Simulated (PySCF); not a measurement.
A geometry optimisation, step by step.

Triphosphine, P3H5.
Atom-mapped SMILES: `[PH2:1][PH:2][PH2:3]` (hydrogens: H4, H5 on P1; H6 on P2; H7, H8 on P3)

Method: PBE0-D3(BJ)/def2-SVP geometry optimisation, gas phase in PySCF; density fitting, grid level 1; the optimiser is geomeTRIC in internal coordinates, started from a GFN2-xTB structure with every atom displaced at random (about 0.01 Å). The frame can shift and turn from step to step; on so coarse a grid that alone can change the energy by a few meV, and forces under 0.02 eV/Å are noise.

Step 0: E = -27928.1672 eV, largest atomic force 1.756 eV/Å
```
atom  x, y, z in Å  |  force x, y, z in eV/Å
P1      1.677    0.007   -0.521   -0.393   0.136  -1.677
P2     -0.024   -0.313    0.808   -0.079   0.706   1.181
P3     -1.604   -0.171   -0.692    0.616  -0.471  -1.575
H4      1.623    1.422   -0.391   -0.032   0.195  -0.049
H5      2.587   -0.083    0.492    1.083  -0.170   1.178
H6      0.069   -1.696    0.710    0.047  -0.964  -0.059
H7     -1.697    1.212   -0.546   -0.113   0.811   0.028
H8     -2.576   -0.398    0.244   -1.130  -0.244   0.974
```

Step 1: E = -27928.3445 eV, largest atomic force 0.380 eV/Å
```
atom  x, y, z in Å  |  force x, y, z in eV/Å
P1      1.709   -0.183   -0.178    0.304   0.054   0.206
P2     -0.015   -0.495    1.216    0.023  -0.241   0.145
P3     -1.623   -0.352   -0.335   -0.286   0.118   0.203
H4      1.649    1.246   -0.074   -0.013  -0.065  -0.001
H5      2.684   -0.269    0.892   -0.249   0.019  -0.286
H6      0.070   -1.932    1.100   -0.024   0.236   0.012
H7     -1.733    1.077   -0.199    0.008  -0.181  -0.021
H8     -2.668   -0.578    0.642    0.236   0.060  -0.259
```

Step 2: E = -27928.3554 eV, largest atomic force 0.076 eV/Å
```
atom  x, y, z in Å  |  force x, y, z in eV/Å
P1      1.704   -0.180   -0.177    0.066   0.010   0.024
P2     -0.013   -0.497    1.232    0.001  -0.038   0.065
P3     -1.614   -0.353   -0.331   -0.056   0.012   0.028
H4      1.639    1.245   -0.065   -0.004  -0.001  -0.005
H5      2.679   -0.270    0.871   -0.039   0.003  -0.054
H6      0.069   -1.923    1.111   -0.005   0.025   0.004
H7     -1.727    1.069   -0.196    0.003  -0.017  -0.013
H8     -2.664   -0.576    0.620    0.035   0.005  -0.050
```

Step 3: E = -27928.3562 eV, largest atomic force 0.026 eV/Å
```
atom  x, y, z in Å  |  force x, y, z in eV/Å
P1      1.700   -0.178   -0.176   -0.004   0.001  -0.017
P2     -0.012   -0.499    1.242   -0.003   0.008   0.024
P3     -1.610   -0.354   -0.329    0.007  -0.006  -0.013
H4      1.632    1.247   -0.062   -0.003   0.001  -0.002
H5      2.681   -0.267    0.861    0.010   0.002   0.008
H6      0.069   -1.924    1.118    0.001  -0.007  -0.002
H7     -1.722    1.066   -0.199    0.002   0.004  -0.004
H8     -2.665   -0.576    0.610   -0.010  -0.002   0.005
```

Step 4: E = -27928.3563 eV, largest atomic force under 0.02 eV/Å
```
atom  x, y, z in Å  |  force x, y, z in eV/Å
P1      1.698   -0.176   -0.176   -0.007  -0.001  -0.009
P2     -0.012   -0.501    1.246   -0.002   0.004   0.006
P3     -1.607   -0.356   -0.329    0.007  -0.005  -0.007
H4      1.627    1.248   -0.062   -0.001   0.001  -0.002
H5      2.682   -0.263    0.859    0.008   0.003   0.008
H6      0.070   -1.925    1.121    0.002  -0.004   0.000
H7     -1.718    1.065   -0.202    0.001   0.002  -0.003
H8     -2.667   -0.576    0.607   -0.008   0.000   0.006
```

Task: Summarise the path.

Result: The energy falls by 4.36 kcal/mol from step 0 to step 4; nine tenths of that is first reached at step 1. It falls at every step. The largest force goes from 1.756 to under 0.02 eV/Å. Among the bonds P1–H5 changes most (a near tie, within 0.001 Å, with another), from 1.365 to 1.431 Å; the atoms move by 0.060 Å rms after alignment.

Task: Follow the three bonds and two angles with the largest change from start to end.

Result: 
| step | E above end (kcal/mol) | largest force (eV/Å) | P1–H5 (Å) | P1–P2 (Å) | P3–H8 (Å) | P1–P2–P3 (°) | P2–P3–H8 (°) |
| --- | --- | --- | --- | --- | --- | --- | --- |
| 0 | 4.36 | 1.756 | 1.365 | 2.182 | 1.368 | 97.8 | 91.9 |
| 1 | 0.27 | 0.380 | 1.450 | 2.239 | 1.449 | 96.5 | 92.3 |
| 2 | 0.02 | 0.076 | 1.434 | 2.244 | 1.434 | 95.7 | 92.9 |
| 3 | 0.00 | 0.026 | 1.431 | 2.246 | 1.431 | 95.2 | 93.2 |
| 4 | 0.00 | under 0.02 | 1.431 | 2.247 | 1.431 | 95.0 | 93.3 |

The cost below is that of the whole optimisation. Time: 9.4 s of wall time; peak memory 0.34 GiB. Hardware: Arm Neoverse V1, one thread, shared host with 32 logical CPUs at a one-minute load of 14.
